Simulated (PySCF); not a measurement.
Species: C5H7F.
Numbering: `[F:1][CH:2]=[C:3]1[CH2:4][CH2:5][CH2:6]1` (hydrogens: H7 on C2; H8, H9 on C4; H10, H11 on C5; H12, H13 on C6)

The same species was optimised twice, with GFN2-xTB and with PBE0-D3(BJ)/def2-SVP (PySCF), and the same property calculations (PySCF, gas phase) were run on both structures.

| coordinate | GFN2-xTB | PBE0-D3(BJ)/def2-SVP | change |
| --- | --- | --- | --- |
| F1–C2 (Å) | 1.352 | 1.337 | -0.015 |
| C2=C3 (Å) | 1.316 | 1.326 | +0.010 |
| C4–C5 (Å) | 1.540 | 1.550 | +0.010 |
| C5–C6 (Å) | 1.541 | 1.551 | +0.010 |
| C3–C6 (Å) | 1.502 | 1.511 | +0.009 |
| C3–C4 (Å) | 1.503 | 1.509 | +0.006 |
| C2–C3–C4 (°) | 134.2 | 133.3 | -0.9 |
| C3–C6–C5 (°) | 88.6 | 87.8 | -0.8 |
| C3–C4–C5 (°) | 88.7 | 87.9 | -0.8 |
| C2–C3–C6 (°) | 133.0 | 133.6 | +0.6 |
| C4–C5–C6 (°) | 89.9 | 89.6 | -0.3 |
| C4–C3–C6 (°) | 92.8 | 92.7 | -0.1 |
| F1–C2–C3 (°) | 121.8 | 121.9 | +0.1 |

Rotational constants: A = 9439, B = 2302, C = 1917 MHz (GFN2-xTB) against A = 9194, B = 2309, C = 1928 MHz (PBE0-D3(BJ)/def2-SVP). Point groups within 0.08 Å: Cs and C1. Atoms that the bonding makes alike are paired by their places after alignment.

On the GFN2-xTB structure: lowest singlet, TDDFT (eV) 6.27 [B3LYP/def2-SVPD]; lowest triplet, Tamm–Dancoff (eV) 4.24 [B3LYP/def2-SVPD]; isotropic polarisability (au) 59.0 [B3LYP/def2-SVPD]; HOMO (eV) -6.74 [B3LYP/def2-SVPD]; LUMO (eV) 0.02 [B3LYP/def2-SVPD]; dipole (D) 1.92 [B3LYP/def2-SVPD]; HOMO (eV) -6.87 [PBE0/pcSseg-1]; LUMO (eV) 0.38 [PBE0/pcSseg-1]; dipole (D) 1.82 [PBE0/pcSseg-1]; GIAO shielding of F1 (ppm) 307.6 [PBE0/pcSseg-1]; GIAO shielding of C2 (ppm) 33.8 [PBE0/pcSseg-1]; GIAO shielding of C3 (ppm) 61.1 [PBE0/pcSseg-1]; GIAO shielding of C4 (ppm) 160.7 [PBE0/pcSseg-1]; GIAO shielding of C5 (ppm) 170.2 [PBE0/pcSseg-1]; GIAO shielding of C6 (ppm) 161.6 [PBE0/pcSseg-1].

What do these properties become on the PBE0-D3(BJ)/def2-SVP structure?

```csv
property,level,on GFN2-xTB,on PBE0-D3(BJ)/def2-SVP,change
"lowest singlet, TDDFT (eV)",B3LYP/def2-SVPD,6.27,6.25,-0.02
"lowest triplet, Tamm–Dancoff (eV)",B3LYP/def2-SVPD,4.24,4.19,-0.05
isotropic polarisability (au),B3LYP/def2-SVPD,59.0,60.4,+1.4
HOMO (eV),B3LYP/def2-SVPD,-6.74,-6.70,+0.04
LUMO (eV),B3LYP/def2-SVPD,0.02,0.02,0.00
dipole (D),B3LYP/def2-SVPD,1.92,1.80,-0.12
"energy, GFN2-xTB geometry as zero (kcal/mol)",B3LYP/def2-SVPD,0.0,-0.8,-0.8
HOMO (eV),PBE0/pcSseg-1,-6.87,-6.83,+0.04
LUMO (eV),PBE0/pcSseg-1,0.38,0.37,-0.01
dipole (D),PBE0/pcSseg-1,1.82,1.70,-0.12
"energy, GFN2-xTB geometry as zero (kcal/mol)",PBE0/pcSseg-1,0.0,-0.4,-0.4
GIAO shielding of F1 (ppm),PBE0/pcSseg-1,307.6,309.5,+1.9
GIAO shielding of C2 (ppm),PBE0/pcSseg-1,33.8,33.7,-0.1
GIAO shielding of C3 (ppm),PBE0/pcSseg-1,61.1,58.4,-2.7
GIAO shielding of C4 (ppm),PBE0/pcSseg-1,160.7,156.9,-3.8
GIAO shielding of C5 (ppm),PBE0/pcSseg-1,170.2,165.3,-4.9
GIAO shielding of C6 (ppm),PBE0/pcSseg-1,161.6,157.4,-4.2
```

The heavy atoms differ by 0.108 Å rms after alignment. Among bonds between heavy atoms F1–C2 changes most (-0.015 Å). Changes are differences of the printed values. Neither structure is proved a minimum here.
